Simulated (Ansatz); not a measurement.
System: cubic perovskite BaTiO3 (cubic high-temperature phase). Method: LDA (PAW; Ansatz, a program for electronic structure).

Settings: plane-wave cutoff 520 eV, 8×8×8 k mesh, Fermi–Dirac smearing 0.01 eV, no spin polarisation, scalar-relativistic PAW data made under PBE.

On both sides of the equilibrium volume: at 11.939 Å³/atom the pressure is 4.14 GPa and the direct gap at Γ 1.882 eV; at 12.426 Å³/atom they are -3.70 GPa and 1.854 eV. The fitted bulk modulus is 195 GPa.

**Question.** Work out the volume deformation potential of this gap and its pressure coefficient, in two ways.

**Answer.** a_V = dE_g/d ln V = (1.854 − 1.882)/ln(12.426/11.939) = -0.70 eV. Since dP = −B d ln V, dE_g/dP = −a_V/B = 4 meV/GPa. Straight from the pressures: (1.882 − 1.854)/(4.14 − (-3.70)) = 4 meV/GPa. At this level and over this range the gap at Γ widens under pressure.

Spin–orbit coupling is not included.

Note: the relaxation could not lower the start's symmetry, so the cell can be a saddle point above a distorted one.
